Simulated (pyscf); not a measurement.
Thermochemistry of product channels of Cl–BH–Cl (SMILES ClBCl) + CH₄ (SMILES C) on the singlet surface, in kJ/mol, from CCSD(T)/def2-TZVPP + ΔMP2(QZVPP) energies (ideal gas, 1 atm, RRHO with modes under 100 cm⁻¹ raised to 100, one conformer, R ln 2 for chiral ones without a mode under 150 cm⁻¹). Single points on ωB97X-D3(BJ)/def2-SVP structures (PySCF, gas phase). MP2 and CC: frozen core, UHF for open shells. ΔMP2 is the change of the MP2 total energy from the triple- to the quadruple-zeta basis.

```
products                                       ΔE  ΔH(298 K)  ΔG(298 K)  ΔG(900 K)
-----------------------------------------  ------  ---------  ---------  ---------
HCl (SMILES Cl) + H₃C–BH–Cl (SMILES CBCl)   +82.0      +75.7      +71.1      +58.5
H₃C–Cl (SMILES CCl) + H₂B–Cl (SMILES BCl)  +164.5     +161.8     +157.5     +149.6
```

These are energies of the channels, which say nothing of barriers. The CCSD(T) − MP2 part came from Ansatz, without density fitting, on the same reference.
